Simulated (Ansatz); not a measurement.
**PBE against other levels and measurement: bcc W**

Programs: Ansatz (a first-principles code).

Task: For which of these properties of bcc W does PBE miss the measurement, in which direction and by how much: lattice constant a, bulk modulus, elastic constant C11, elastic constant C44?

Result: PBE is well off the measurement for the lattice constant a (+0.76 %, at least halved by HSE06); elastic constant C44 (-14.7 %). It does well for the bulk modulus (-2.9 %), elastic constant C11 (-3.4 %).

```tsv
property	PBE	LDA	HSE06	reference	PBE less reference
lattice parameter a (Å)	3.184	3.135	3.163	3.16	+0.76 %
bulk modulus B0 (GPa)	303	335	335	312	-2.9 %
cohesive energy (eV/atom)	8.40	10.18	–	8.83	not scored
elastic constant C11 (GPa)	515	569	575	533	-3.4 %
elastic constant C44 (GPa)	139	149	182	163	-14.7 %
polycrystal shear modulus (GPa)	147	159	181	–	–
```

Where no measured value is used, PBE differs from HSE06 by -18.8 % in the Voigt–Reuss–Hill shear modulus.

Low-temperature values still hold zero-point motion unless their source removed it.

Called good within 5.0 % for the bulk modulus, 5.0 % for the elastic constant C11.

Called well off clearly beyond 0.50 % for the lattice constant a, 10.0 % for the bulk modulus, 10.0 % for the elastic constant C11, 10.0 % for the elastic constant C44 (bounds picked here from the quality of each reference).

Not scored: cohesive energy (spin–orbit coupling left out).

The references are measured values: lattice constant a corrected to a static lattice, bulk modulus corrected to a static lattice, cohesive energy corrected to a static lattice, elastic constant C11 low temperature, elastic constant C44 low temperature.

Unless a row names a cell, each level is at its own relaxed cell.

Caveats: hybrids on metals are sensitive to the k mesh (HSE06); shear constants of such metals converge slowly with the k mesh (PBE, LDA, HSE06). Ansatz's density-functional and Hartree–Fock values are scalar-relativistic unless marked +SOC, with PAW data made under PBE.

References as tabulated in Wang et al. (2022), arXiv:2209.12322; Mejia-Rodriguez and Trickey (2018), arXiv:1807.09216; doi:10.1021/acs.jctc.3c00612; Jana et al. (2018), arXiv:1807.00350.
